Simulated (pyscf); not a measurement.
PySCF, gas phase, ωB97X-D3(BJ)/def2-SVP geometries.

### Question
NH₃ + H₂N–SiH₂–OH → H₂N–SiH₂–NH₂ + H₂O
Surface: singlet. Broken: H–N, O–Si. Formed: N–Si, H–O. Give ΔE‡ and ΔE from PBE0-D3(BJ)/def2-TZVP, relative to the separated reactants.

### Answer
ΔE‡ = 27.9 kcal/mol, ΔE = +10.9 kcal/mol. ωB97M-D3(BJ)/def2-TZVP gives 30.6 kcal/mol and +11.5 kcal/mol. Zero-point energy shifts the barrier by +1.0 kcal/mol. It is a four-centre exchange, with an imaginary mode of 727i cm⁻¹. On the reactant side the descent ends in a complex (not fully relaxed), 4.1 kcal/mol under the separated species and 34.7 kcal/mol under the saddle at ωB97X-D3(BJ)/def2-TZVP. On the product side the descent ends in a complex, 4.9 kcal/mol under the separated species and 24.3 kcal/mol under the saddle at ωB97X-D3(BJ)/def2-TZVP. This is the saddle that the search found; another between the same sides may lie lower.
